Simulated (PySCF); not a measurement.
A structure optimised at ωB97X-D3(BJ)/def2-SVP, used in a PySCF frequency run:

```
O
C 1 1.3351
O 2 1.1994 1 125.33
H 2 1.1102 3 125.22 1 -180.00
C 1 1.4276 2 115.63 4 180.00
H 5 1.0968 1 106.25 2 180.00
H 5 1.1005 6 110.36 1 119.99
H 5 1.1005 6 110.36 7 120.01
```

Q: Write its SMILES, formula and point group.

A: COC=O, C2H4O2, Cs

Q: What are its rotational constants (standard atomic weights)?

A: 20.210, 6.9137, 5.3262 GHz
